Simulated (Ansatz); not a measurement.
# H₂O₂ (triplet): wave-function methods side by side at distance O1–H3 along a hydrogen transfer = 1.241 Å, cc-pVTZ

How much of the correlation energy of H₂O₂ (triplet) does each wave-function method recover here?

Method: cc-pVTZ, core rule «outside noble gas», up to 2 orbitals frozen; program: Ansatz 0.2.0, Gaussian basis.

The runs, in order: UHF; CCSD(T) on ROHF; CCSD(T) on UHF; BCCD(T) on ROHF; CCSDT(Q) on ROHF; CCSDT(Q) on UHF; CASSCF and NEVPT2, 4 electrons in 4 orbitals; CASSCF and NEVPT2, 14 electrons in 10 orbitals.

## 1. What is computed

The geometry derives from fragments relaxed apart (PBE0/def2-TZVP) and kept rigid, so it is no stationary point. A hydrogen atom is moved between rigid fragments.

4 atoms, charge 0, spin multiplicity 3.

Atoms are counted from 1 here; the program's logs count them from 0.

Bond lengths: O1–H2 0.960 Å, O1–H3 1.241 Å, H3–O4 0.990 Å. Angles: H2–O1–H3 105.1°, O1–H3–O4 180.0°.

As a file:

```xyz
4

O    -1.07878   -0.02746    0.00000
H    -1.32809    0.89912    0.00000
H     0.16222   -0.02746    0.00000
O     1.15222   -0.02746    0.00000
```

In the tables R marks a restricted open-shell determinant and U an unrestricted one; 'pair' is the active space of 4 electrons in 4 orbitals; 'valence' is the active space of 14 electrons in 10 orbitals; correlation energies count from the lowest restricted Hartree-Fock solution.

## 2. UHF

in.yaml reads:

```yaml
crystal:
  periodic: [false, false, false]
  atoms:
    - {symbol: O, position_ang: [-1.078776, -0.027457, 0.000000]}
    - {symbol: H, position_ang: [-1.328086, 0.899119, 0.000000]}
    - {symbol: H, position_ang: [0.162224, -0.027457, 0.000000]}
    - {symbol: O, position_ang: [1.152224, -0.027457, 0.000000]}
basis:
  gaussian: {orbitals: cc-pVTZ}
magnetization: {spin_polarized: true, initial_magnetization: 2}
hamiltonian: {xc: hf}
output: {orbitals: {seedname: orbitals}}
```

The run is started by

```
ansatz run in.yaml --threads 1 --pin off --events-out ev --progress --plain --max-ram 2816MiB --backend cpu
```

After this run come: CCSD(T) on ROHF; CCSD(T) on UHF; BCCD(T) on ROHF; CCSDT(Q) on ROHF; CCSDT(Q) on UHF; CASSCF and NEVPT2, 4 electrons in 4 orbitals; CASSCF and NEVPT2, 14 electrons in 10 orbitals.

**Question.** What will the summary of the whole plan be? Wanted: correlation energy, UCCSDT(Q); RMP2 from UCCSDT(Q); UMP2 from UCCSDT(Q); RCCSD from UCCSDT(Q); RCCSD(T) from UCCSDT(Q); UCCSD(T) from UCCSDT(Q); RCCSDT(Q) from UCCSDT(Q); NEVPT2 pair from UCCSDT(Q); NEVPT2 valence from UCCSDT(Q).

The runs gave:

| quantity | value |
| --- | --- |
| correlation energy, UCCSDT(Q) | -12.8815 eV |
| RMP2 from UCCSDT(Q) | +112.7 kJ/mol |
| UMP2 from UCCSDT(Q) | +112.3 kJ/mol |
| RCCSD from UCCSDT(Q) | +40.8 kJ/mol |
| RCCSD(T) from UCCSDT(Q) | +5.1 kJ/mol |
| UCCSD(T) from UCCSDT(Q) | +4.8 kJ/mol |
| RCCSDT(Q) from UCCSDT(Q) | +0.5 kJ/mol |
| NEVPT2 pair from UCCSDT(Q) | +106.1 kJ/mol |
| NEVPT2 valence from UCCSDT(Q) | +158.5 kJ/mol |
| levels of the table within 1 kcal/mol (43 meV) | RCCSDT, UCCSDT, RCCSDT(Q) |
| T1 diagnostic | 0.037 |
| effectively unpaired electrons | 2.01 |

What this shows: RCCSD(T) lands +5.1 kJ/mol from the yardstick (0.4 % of the correlation energy). One determinant dominates. Of the multireference levels listed NEVPT2 pair comes nearest in total energy (+106.1 kJ/mol), which doesn't show that its space is the better one. These misses are within one basis, not against nature; the frozen cores of restricted and unrestricted runs differ, which can shift their rows.
